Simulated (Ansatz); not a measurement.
hcp Co

Level of theory: PBE0 in Ansatz (PAW).

Settings: plane-wave cutoff 500 eV, 12×12×6 k mesh (along the axes of the cell as run), Fermi–Dirac smearing 0.1 eV, spin-polarised with parallel moments, scalar-relativistic PAW data made under PBE.

Cell (relaxed with r²SCAN):

```
CELL_PARAMETERS angstrom
      1.23534    -2.13967     0.00000
      1.23534     2.13967     0.00000
      0.00000     0.00000     4.02297
ATOMIC_POSITIONS crystal
  Co 0.33333 0.66667 0.25000
  Co 0.66667 0.33333 0.75000
```

| Item | Result |
|---|---|
| magnetic moment per atom (the cell's total over its atoms) | 1.85 μB |

Note: exact exchange on metals is sensitive to the k mesh and can open a false gap; cell and atoms aren't relaxed at this level (pressure 2.6 GPa).

Moments are spin moments.

Ansatz is a first-principles code.
